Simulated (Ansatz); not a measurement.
Frontier orbitals of CH₅O+ (`C[OH2+]`).

```xyz
7

C     0.3198    0.4006   -0.3759
O    -0.6113   -0.3820    0.4985
H    -0.2128    0.5202   -1.3147
H     0.4473    1.3517    0.1323
H     1.2480   -0.1556   -0.4798
H    -0.3010   -0.4975    1.4144
H    -0.8899   -1.2374    0.1253
```

The species carries charge 1 and has multiplicity 1. All single points use the PBE0-D4/def2-TZVP geometry. Basis def2-TZVPP, Ansatz 0.2.0.

Orbital energies of one run (eV). Highest occupied ones, from the top: -15.62, -16.55, -18.51, -20.01, -23.11, -24.94, -35.52, -274.33, -516.76. Empty: -7.44, -5.05, -4.99, -3.81, -2.95, -2.94.

Problem. Which functional gave them?
A. BHLYP
B. PBE0
C. LDA (SPW92)
D. LC-ωPBE

Solution. C. HOMO energies: LDA (SPW92) -15.62, LC-ωPBE -20.26, BHLYP -18.96, PBE0 -17.31 eV.

LC-ωPBE has ω = 0.4 bohr⁻¹.
